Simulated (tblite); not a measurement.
C5H11O (doublet state).
Numbering: `[CH3:1][CH2:2][O:3][C:4]([CH3:5])[CH3:6]` (hydrogens: H7, H8, H9 on C1; H10, H11 on C2; H12, H13, H14 on C5; H15, H16, H17 on C6)

Geometry (GFN2-xTB, Å), atoms numbered from 1 in this order:
```xyz
17
C5H11O angstrom
C      2.2113   -0.3528   -0.1646
C      1.2076   -0.4535    0.9833
O      0.2007    0.5257    0.9027
C     -0.7558    0.4034   -0.0887
C     -1.2758   -0.9332   -0.5035
C     -1.6267    1.6059   -0.2051
H      1.7115   -0.5102   -1.1173
H      2.9904   -1.1003   -0.0419
H      2.6640    0.6354   -0.1744
H      1.7107   -0.2597    1.9352
H      0.7730   -1.4605    1.0182
H     -2.1004   -0.7871   -1.1956
H     -0.5174   -1.5402   -1.0023
H     -1.6475   -1.5138    0.3510
H     -1.0959    2.4745    0.1748
H     -1.8989    1.7801   -1.2467
H     -2.5577    1.4984    0.3650
```

Calculated harmonic vibrations of the isolated species, GFN2-xTB (tblite), most abundant isotopes, no scaling. The method is semi-empirical: single wavenumbers can be off by several per cent or more. One conformer, not necessarily the lowest. Open shells enter through the occupations alone, without spin polarisation, and single modes of such species can be off by tens of per cent.

Harmonic wavenumbers (cm⁻¹): 59.2, 107.3, 123.9, 132.9, 174.1, 261.6, 287.7, 341.6, 400.7, 514.4, 788.7, 845.7, 925.7, 971.3, 984.7, 995.9, 1051.7, 1068.2, 1113.3, 1154.3, 1252.4, 1283.9, 1298.3, 1338.3, 1387.6, 1394.9, 1401.6, 1466.0, 1466.8, 1474.9, 1479.2, 1481.6, 1497.0, 1498.6, 2869.1, 2880.7, 2902.6, 2960.5, 2965.2, 2983.3, 3042.3, 3044.5, 3049.2, 3050.7, 3053.6.

A = 5791, B = 2251, C = 1960 MHz; mass 87.081 u (most abundant isotopes); point group C1, symmetry number 1; spin multiplicity 2.

Task: What is the zero-point energy?

Result: Half the sum of the wavenumbers: 32413 cm⁻¹ = 387.74 kJ/mol.

Task: Entropy at 298.15 K, 1 bar (ideal gas, RRHO, classical rotation)?

Result: Translation 164.56, rotation 112.69, vibration 97.86, spin (R ln 2) 5.76: S = 380.9 J/(mol K).

Task: And Cp and H(298.15 K) − H(0)?

Result: Cp = 129.04 J/(mol K), of which vibrations give 95.78 (their classical limit is 45 R = 374.2); H(298.15 K) − H(0) = 25.21 kJ/mol without the zero-point energy, 15.29 from vibrations.

Task: What must be added to the electronic energy to get the Gibbs energy at 298.15 K and 1 bar?

Result: ZPE + [H(298.15 K) − H(0)] − T·S = 387.74 + 25.21 − 113.56 = 299.39 kJ/mol.

Task: Blend soft modes into free rotors: weight 1/[1 + (100 cm⁻¹/ν̃)⁴] for the oscillator and the rest for a rotor with moment μB/(μ + B), μ = h/(8π²ν), B = 10⁻⁴⁴ kg m². What vibrational entropy results?

Result: 91.98 J/(mol K) in place of 97.86, which changes −T·S at 298.15 K by +1.75 kJ/mol.

Hindered rotation and anharmonicity are outside this model. Other conformers, if any are populated, would add a mixing term that is left out. The structure is chiral; the term R ln 2 for an equal mix with its mirror image is left out.

On one thread of an Intel Xeon at 2.50 GHz (shared host), this took 1.1 s. This covers the Hessian and the dipole derivatives.
